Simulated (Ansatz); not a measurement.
We consider hcp Hf, described by LDA in Ansatz (plane waves, PAW).

A perfect cell of 2 atoms has -30953.7169 eV. A cell of 36 sites with one atom taken out, atoms relaxed at the host's volume, has -541687.8142 eV. Energies are extrapolated to zero smearing.

Defect cell: Settings: plane-wave cutoff 500 eV, 5×5×5 k mesh, Fermi–Dirac smearing 0.1 eV, cell of 36 sites, scalar-relativistic PAW data made under PBE.

Perfect cell: Run with plane-wave cutoff 500 eV, 15×15×10 k mesh (along the axes of the cell as run), Fermi–Dirac smearing 0.1 eV, scalar-relativistic PAW data made under PBE.

Task: Work out the vacancy formation energy.

Result: E_f = E(35) − 35 × E_bulk per atom = -541687.8142 − 35 × (-30953.7169/2) = 2.23 eV. Before relaxation the value is 2.32 eV.

The cell is finite, so the vacancy feels its images.

Note: energies are extrapolated to zero smearing, and mesh and cell size move such values by some hundredths of an eV or more.

Ansatz is a program for electronic structure.
